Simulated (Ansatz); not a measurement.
Where CCSD(T) holds and where it slips

Each species is computed at the geometry given (Å), with frozen cores, in Ansatz 0.2.0: RHF-CCSD(T) for singlets, UHF-CCSD(T) otherwise, and full CI in the same basis. The program picks the determinant by trial CCSD, so it needn't be the lowest Hartree–Fock solution. States: HNC⁺ Σ⁺ or Δ, [SiH3···H···H] A', SiH Σ⁻ or Δ. Cases whose determinant has another symmetry than full CI's state, or whose (Q) step broke down, weren't drawn.

Judging by size, spin and bonding, rank them by the size of CCSD(T)'s error in total energy against full CI in the same basis, smallest first (an estimate).
A. SiH, quartet, cc-pVTZ: Si 0.000 0.000 0.000; H 0.000 0.000 1.623
B. [SiH$_{3}$···H···H], doublet, 6-31G: Si -0.091 0.000 0.000; H -0.586 1.400 0.000; H -0.586 -0.700 1.212; H -0.586 -0.700 -1.212; H 1.561 0.000 0.000; H 2.726 0.000 0.000
C. HNC⁺, doublet, 6-31G: N 0.000 0.000 0.055; C 0.000 0.000 -1.108; H 0.000 0.000 1.052

B (12.5 meV), A (24.9 meV), C (81.7 meV).

```tsv
species	basis	correlated electrons	CCSD(T) − full CI (meV)	CCSDT(Q) − full CI (meV)	unpaired electrons (full CI)	T1	⟨S²⟩ of the determinant
[SiH3···H···H], doublet	6-31G	9	12.5	0.3	1.03	0.013	0.78
SiH, quartet	cc-pVTZ	5	24.9	-1.8	3.03	0.035	3.76
HNC⁺, doublet	6-31G	9	81.7	0.3	1.15	0.069	1.23
```

Unpaired electrons are Σ n²(2−n)² over natural occupations; an open shell counts its own unpaired electrons too. Frozen cores follow each run's orbitals, which moves totals by a few meV.
